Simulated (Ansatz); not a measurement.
Elements on the sites of an ideal hcp lattice, at a guessed lattice constant:

```
CELL_PARAMETERS angstrom
2.92216 -5.06133 0.00000
2.92216 5.06133 0.00000
0.00000 0.00000 9.35091
ATOMIC_POSITIONS crystal
Al 0.33333 0.16667 0.12500
Al 0.33333 0.66667 0.12500
Ti 0.33333 0.16667 0.62500
Ti 0.83333 0.16667 0.12500
Ti 0.83333 0.16667 0.62500
Ti 0.33333 0.66667 0.62500
Ti 0.83333 0.66667 0.12500
Ti 0.83333 0.66667 0.62500
Ti 0.66667 0.33333 0.37500
Ti 0.66667 0.33333 0.87500
Ti 0.16667 0.33333 0.37500
Ti 0.16667 0.33333 0.87500
Ti 0.66667 0.83333 0.37500
Ti 0.66667 0.83333 0.87500
Ti 0.16667 0.83333 0.37500
Ti 0.16667 0.83333 0.87500
```

Cell and atoms were relaxed without symmetry on coarser meshes and computed once more. The calculation used DFT PBE, scalar-relativistic, plane waves, PAW (Ansatz 0.2.0).

Settings: cutoff 420 eV, Γ-centred mesh 7×7×4 on the computed 16-atom cell, Gaussian smearing of 0.10 eV; no spin polarisation.

The relaxation ran on 3×3×2 (shifted) and then 4×4×3 k points with a smearing of 0.1 eV, from sites shaken by 0.02 Å.

Task: What does the relaxation give?

Result: A volume of 17.17 Å³/atom and no gap on the mesh. It lies 0.10 eV/atom below the elements' standard states (static lattices, no corrections for gases). The atoms leave their sites by 0.03 Å (root mean square) and 0.05 Å at most, and the cell stretches by up to 0.4 % at fixed volume.

```yaml
crystal:
  lattice:
    - [2.90055, -5.05676, -0.00004]
    - [2.92573, 5.07128, -0.00002]
    - [-0.00010, 0.00001, 9.30875]
  atoms:
    - { symbol: Al, position: [0.33965, 0.16970, 0.12524] }
    - { symbol: Al, position: [0.33965, 0.66968, 0.12525] }
    - { symbol: Ti, position: [0.32288, 0.16180, 0.62525] }
    - { symbol: Ti, position: [0.82974, 0.16478, 0.12526] }
    - { symbol: Ti, position: [0.83108, 0.16566, 0.62535] }
    - { symbol: Ti, position: [0.32286, 0.66177, 0.62522] }
    - { symbol: Ti, position: [0.82972, 0.66478, 0.12521] }
    - { symbol: Ti, position: [0.83111, 0.66570, 0.62511] }
    - { symbol: Ti, position: [0.66834, 0.33358, 0.37973] }
    - { symbol: Ti, position: [0.66835, 0.33396, 0.87078] }
    - { symbol: Ti, position: [0.16811, 0.33366, 0.37235] }
    - { symbol: Ti, position: [0.16821, 0.33372, 0.87821] }
    - { symbol: Ti, position: [0.66834, 0.83392, 0.37972] }
    - { symbol: Ti, position: [0.66833, 0.83353, 0.87077] }
    - { symbol: Ti, position: [0.16823, 0.83375, 0.37228] }
    - { symbol: Ti, position: [0.16817, 0.83370, 0.87815] }
```

Cost: 2 runs of about 9.6 core-minutes in all (earlier runs that led there not counted), on Intel Xeon Platinum 8375C (Ice Lake) (shared hosts).